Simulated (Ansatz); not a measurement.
## Ansatz (development build ahead of 0.2.0) run

```yaml
crystal:
  periodic: [false, false, false]
  atoms:
    - { symbol: C, position_ang: [-9.0e-05, 6.0e-05, 8.0e-05] }
    - { symbol: C, position_ang: [0.88737, 0.8873, 0.88735] }
    - { symbol: H, position_ang: [1.5201, 1.52025, 0.25463] }
    - { symbol: H, position_ang: [1.52019, 0.25454, 1.52023] }
    - { symbol: H, position_ang: [0.2547, 1.5201, 1.52013] }
    - { symbol: C, position_ang: [-0.88738, -0.88746, 0.88733] }
    - { symbol: H, position_ang: [-1.52025, -1.52013, 0.25462] }
    - { symbol: H, position_ang: [-0.25455, -1.52008, 1.5201] }
    - { symbol: H, position_ang: [-1.52017, -0.25455, 1.52022] }
    - { symbol: C, position_ang: [-0.88749, 0.88745, -0.88734] }
    - { symbol: H, position_ang: [-1.52016, 0.25464, -1.52009] }
    - { symbol: H, position_ang: [-0.25459, 1.52023, -1.52019] }
    - { symbol: H, position_ang: [-1.52016, 1.52021, -0.25457] }
    - { symbol: C, position_ang: [0.88741, -0.8873, -0.88744] }
    - { symbol: H, position_ang: [0.25467, -1.52013, -1.52014] }
    - { symbol: H, position_ang: [1.5202, -0.25462, -1.52008] }
    - { symbol: H, position_ang: [1.52024, -1.52024, -0.25454] }
basis:
  gaussian: { orbitals: cc-pVDZ }
hamiltonian:
  xc: hf
```

The input is written out in the form of the current development build from the run's settings.

The run gave:

```
Converged                       : yes
Total energy                    : -196.34607 hartree
Spin squared of the determinant : 0.000
```
